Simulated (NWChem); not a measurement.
**Correlation energy of dichloromethane (CH2Cl2)**

SMILES: ClCCl
```xyz
5

Cl     1.4776     0.0000     0.2145
C      0.0000     0.0000    -0.7559
Cl    -1.4776     0.0000     0.2145
H      0.0000     0.9015    -1.3789
H      0.0000    -0.9015    -1.3789
```
Charge 0, spin multiplicity 1.

Program: NWChem. Structure: optimised with PBE0/def2-SVP, a minimum by its harmonic frequencies.

Basis set: 6-31G*. Each correlation energy counts from its own Hartree-Fock reference.

The correlated methods keep 11 core orbitals frozen. The Pople sets run with spherical d functions. Coupled-cluster values serve here as a point of comparison, not as the truth.

Order these methods by the correlation energy they give, lowest first: MP2, SCS-MP2, CR-CCSD[T], CCSD.

CR-CCSD[T] (-431.5 mHa), CCSD (-422.3 mHa), MP2 (-386.7 mHa), SCS-MP2 (-378.3 mHa)
